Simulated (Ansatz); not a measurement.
Results of rVV10 (plane waves, PAW; Ansatz, a first-principles code) for fcc Sr.

Input:

Ansatz 0.2 input:
```yaml
crystal:
  lattice:
    - [0.0, 2.9685029184, 2.9685029184]
    - [2.9685029184, 0.0, 2.9685029184]
    - [2.9685029184, 2.9685029184, 0.0]
  atoms:
    - { symbol: Sr, position: [0.0, 0.0, 0.0] }
basis:
  ecutwfc: 520
  ecutrho_ratio: 4
  xc_grid: 2
kpoints:
  mp_grid: { grid: [16, 16, 16] }
hamiltonian:
  xc: { exchange: rpw86, correlation: pbe }
  dispersion: rvv10
  pseudopotentials: { kind: paw }
scf:
  occupations: { method: fermi_dirac, width: 0.05 }
  convergence: { dr2_threshold: 0.0000000001 }
output:
  forces: false
  stress: true
  eigenvalues: true
```

From the output:

```
Crystal: 1 atoms, lattice volume = 52.317 Å³
Basis set: ecut = 520 eV, 1411 PW (Γ), exchange–correlation on 64×64×64 points (8 copies of the dense FFT grid, shifted against one another)
Bands: 9, of which v1, the nominal top of the filled ones, is band 5 counted from 1 (4 counted from 0)
Symmetry: 48 space group operations
Space group: Fm-3m (ITA 225), of the structure as read, at distance tolerance 3.7e-5 Å
k-points: 145 of 4096
Functional: x = rpw86, c = pbe(β = 0.06672455060314922) + rvv10(b = 6.3, C = 0.0093)
SCF iter   1: F=—  HF=-3578.032607 eV  |F-HF|=—  |Δ(HF+E_count)|=         —  Δρ=2.66e-3  dr2=3.07e-3
SCF iter   2: F=—  HF=-3578.032605 eV  |F-HF|=—  |Δ(HF+E_count)|=   1.99e-6  Δρ=1.39e-3  dr2=9.62e-4
  ...
SCF iter   6: F=—  HF=-3578.032431 eV  |F-HF|=—  |Δ(HF+E_count)|=   2.49e-9  Δρ=6.83e-7  dr2=2.23e-10
SCF iter   7: F=-3578.032431 eV  HF=-3578.032431 eV  |F-HF|=1.36e-12  |Δ(HF+E_count)|=  3.64e-11  Δρ=8.66e-8  dr2=2.22e-12
SCF 1 converged in 7 iterations: F = -3578.032431 eV  dr2 = 2.22e-12
SCF converged after 7 iterations
Free energy (F): -3578.032431 eV
Internal energy: -3578.022739 eV  (E = F + TS)
E sigma→0 (E₀):  -3578.027585 eV
Fermi energy:    5.393455 eV
--- Stress (GPa, compression-positive) ---
       -0.000026       0.000000       0.000000
       -0.000000      -0.000026       0.000000
        0.000000       0.000000      -0.000026
  P = ⅓ Tr σ = -0.0000 GPa (-0.000 kbar)
```

The PAW data were made under PBE.
